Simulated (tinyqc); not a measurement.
Starting guesses with DIIS over 6 matrices: SCF starting guesses in the sto-6g basis, for LiH, spin multiplicity 1. Computed by the program tinyqc with PySCF. RHF with one setting changed at a time; a run stops when the energy changes by less than 1e-09 hartree and the error matrix is below 1e-5. Starts: the lowest orbitals of the core Hamiltonian, of the Wolfsberg-Helmholz matrix (K = 1.75), projected atomic densities, random orbitals, and the highest orbitals of the core Hamiltonian (a deliberately bad start).

Geometry (angstrom):
```
atom       x       y       z
Li    0.0000  0.0000  0.0000
H     0.0000  0.0000  1.6180
```

lowest restricted solution found by these runs and by PySCF = -7.951140 hartree

Largest element of the error matrix X^T (FDS - SDF) X:
```
iteration     core  Wolfsberg-Helmholz  atomic densities   random  highest core orbitals
1          1.9e-01             7.9e-02           1.7e-01  2.5e+00                1.1e-01
2          2.4e-02             2.4e-02           7.8e-02  2.2e-01                3.4e-01
3          4.4e-03             1.2e-02           2.1e-02  8.0e-02                1.7e-01
4          1.3e-03             9.3e-04           5.2e-03  2.7e-02                3.5e-01
5          2.9e-05             4.3e-04           2.7e-04  6.3e-03                2.3e-01
6          2.2e-06             4.2e-05           2.7e-05  6.4e-04                2.7e-01
8                -             8.2e-08           3.9e-08  8.4e-06                5.5e-02
10               -                   -                 -        -                1.4e-02
14               -                   -                 -        -                3.2e-08
```

How each run ends:
```
run                    iterations  E (hartree)         state
core                            7    -7.951140  lowest found
Wolfsberg-Helmholz              8    -7.951140  lowest found
atomic densities                8    -7.951140  lowest found
random                          9    -7.951140  lowest found
highest core orbitals          14    -7.951140  lowest found
```

What does the comparison show, and why?

5 of 5 runs reach the lowest restricted solution found, in 7 to 14 iterations (fastest: core). The first errors are 2e-01, 8e-02, 2e-01, 2e+00, 1e-01.
